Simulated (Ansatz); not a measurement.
This geometry of H4O2Si (7 atoms, charge 0, multiplicity 1) is a first-order saddle point.

The calculation used RKS LDA/def2-mTZVP in Ansatz 0.2.0.

```xyz
7
Properties=species:S:1:pos:R:3
Si -0.254 0.120 0.342
H 0.934 -0.020 1.497
O 1.636 -0.037 0.435
H 1.887 -0.975 0.264
H -0.403 1.186 -0.717
O -0.728 -1.245 -0.494
H -0.990 -1.997 0.069
```

Problem. Which two structures does it join? (They come from a converged band through this point; their orientation in space is the band's.)

Solution. Bonds broken: Si1–H2. Bonds formed: H2–O3.

Image 0:

```xyz
7
Properties=species:S:1:pos:R:3
Si 0.145 -0.024 0.218
H 0.082 0.006 1.718
O 1.715 -0.240 -0.239
H 2.289 -0.769 0.343
H -0.289 1.236 -0.436
O -0.897 -1.169 -0.348
H -0.964 -2.009 0.138
```

Image 8:

```xyz
7
Properties=species:S:1:pos:R:3
Si -0.619 0.277 0.271
H 1.435 -0.248 1.657
O 1.385 0.020 0.715
H 1.386 -0.830 0.194
H -0.119 1.047 -0.960
O -0.450 -1.270 -0.483
H -0.935 -1.965 0.001
```

Problem. How far does it lie above each of them?

Solution. 2.96 eV above the first and 0.77 eV above the second. This is the barrier of this one path; another mechanism may lie lower. The orbitals stay closed-shell, which can raise the energy where a bond breaks towards radicals; this wasn't checked here.

Run time: 98 s on 1 thread of Arm Neoverse V1, with other jobs on the host, peak memory 0.13 GiB.
